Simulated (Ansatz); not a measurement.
`Fc1ccc[nH]1` + H₂ → pyrrole + H–F at 600 K and 1 bar (hydrogenolysis of a C–F bond).

Isolated molecules relaxed with PBE0-D4/def2-TZVP in Ansatz; ΔE leaves out vibrations. CCSD(T)/CBS is the MP2 limit (def2-TZVPP, def2-QZVPP) plus CCSD(T) − MP2 in def2-TZVPP, frozen cores. This one scheme is used for every species.

```json
{"species": "`Fc1ccc[nH]1`", "CCSD(T)/CBS energy (Eh)": "-309.07982", "H − E (kJ/mol)": "246.3", "S (J/(mol·K))": "373.5"}
{"species": "H₂", "CCSD(T)/CBS energy (Eh)": "-1.17544", "H − E (kJ/mol)": "43.9", "S (J/(mol·K))": "150.8"}
{"species": "`c1cc[nH]c1`", "CCSD(T)/CBS energy (Eh)": "-209.90399", "H − E (kJ/mol)": "261.9", "S (J/(mol·K))": "339.7"}
{"species": "H–F", "CCSD(T)/CBS energy (Eh)": "-100.39570", "H − E (kJ/mol)": "42.3", "S (J/(mol·K))": "194.0"}
```

H − E and S are ideal-gas, rigid-rotor, harmonic terms from PBE0-D4/def2-TZVP. The MP2-based limit puts H₂ 0.8 mEh under its directly extrapolated value; such offsets cancel only in part. 1 Eh = 2625.50 kJ/mol, R = 8.31446 J/(mol·K).

Question: By hand: ΔE, ΔH, ΔS and ΔG.

Answer: ΔE = (-209.90399) + (-100.39570) − (-309.07982) − (-1.17544) = -0.04443 Eh = -116.7 kJ/mol. Δ(H − E) = 261.9 + 42.3 − 246.3 − 43.9 = 14.0, so ΔH = -102.7 kJ/mol. ΔS = 339.7 + 194.0 − 373.5 − 150.8 = 9.4 J/(mol·K). ΔG = -102.7 − 600 × (9.4)/1000 = -108.3 kJ/mol.

Question: By hand: the equilibrium constant, and the temperature at which ΔG would vanish if ΔH and ΔS stayed fixed.

Answer: log₁₀ K = −ΔG/(RT ln 10) = 9.4. ΔH and −TΔS have one sign here, so there is no such temperature.

The number of gas molecules stays the same, so ΔS is small and ΔH decides. A doubt of 5 kJ/mol in ΔE shifts log₁₀ K by 0.4 here. These are equilibria of isolated gas molecules and say nothing of rates. Largest T1 diagnostic: 0.011 (customary marks: 0.02 for closed shells, 0.045 for open ones).
